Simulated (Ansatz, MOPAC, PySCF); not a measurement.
System: propane, C3H8, net charge 0, singlet state. SMILES: CCC
Geometry from a B3LYP-D3(BJ)/def2-TZVP (Ansatz, a program for electronic structure) optimisation:
```
C
H 1 1.0941
H 1 1.0941 2 106.12
C 1 1.5265 2 109.44 3 117.99
H 4 1.0917 1 111.60 2 -57.95
H 4 1.0929 5 107.78 1 122.13
H 4 1.0929 5 107.78 6 115.74
C 1 1.5265 2 109.44 3 -117.99
H 8 1.0917 1 111.60 2 57.95
H 8 1.0929 9 107.78 1 -122.13
H 8 1.0929 9 107.78 10 -115.74
```
Charge 0, spin multiplicity 1.

Unscaled harmonic wavenumbers (cm⁻¹) in rising order, each level at the stationary point that it reaches from this structure (no distance between atoms moves by over 0.3 Å); the order of modes can differ between levels, and a negative number is imaginary. B3LYP-D3(BJ)/def2-TZVP (PySCF, at the structure above): 222, 273, 371, 756, 875, 915, 935, 1060, 1180, 1217, 1319, 1372, 1406, 1423, 1491, 1492, 1497, 1508, 1514, 3018, 3021, 3025, 3037, 3076, 3087, 3087, 3090.

PM3 (MOPAC): 167, 203, 410, 801, 935, 955, 966, 1127, 1133, 1135, 1157, 1316, 1383, 1405, 1410, 1411, 1412, 1427, 1430, 2956, 3038, 3078, 3079, 3084, 3086, 3181, 3182. Zero-point energy 64.1 against 64.7 kcal/mol; where all levels lie over 400 cm⁻¹, the wavenumbers are on average 0.990 times those of B3LYP-D3(BJ)/def2-TZVP.

PM6 (MOPAC): 129, 172, 392, 794, 935, 949, 969, 1133, 1166, 1173, 1196, 1259, 1259, 1265, 1268, 1291, 1307, 1340, 1342, 2665, 2696, 2698, 2698, 2706, 2742, 2789, 2791. Zero-point energy 58.8 against 64.7 kcal/mol; where all levels lie over 400 cm⁻¹, the wavenumbers are on average 0.930 times those of B3LYP-D3(BJ)/def2-TZVP.

HF/3-21G (Ansatz): 233, 289, 402, 826, 896, 1020, 1026, 1095, 1294, 1340, 1454, 1502, 1564, 1581, 1661, 1663, 1669, 1680, 1681, 3189, 3192, 3202, 3221, 3244, 3249, 3253, 3263. Zero-point energy 69.6 against 64.7 kcal/mol; where all levels lie over 400 cm⁻¹, the wavenumbers are on average 1.083 times those of B3LYP-D3(BJ)/def2-TZVP.

B3LYP/6-31G* (Ansatz): 226, 275, 367, 758, 880, 920, 941, 1067, 1190, 1229, 1331, 1386, 1433, 1449, 1520, 1521, 1528, 1538, 1544, 3033, 3037, 3041, 3058, 3098, 3108, 3109, 3110. Zero-point energy 65.3 against 64.7 kcal/mol; where all levels lie over 400 cm⁻¹, the wavenumbers are on average 1.010 times those of B3LYP-D3(BJ)/def2-TZVP.
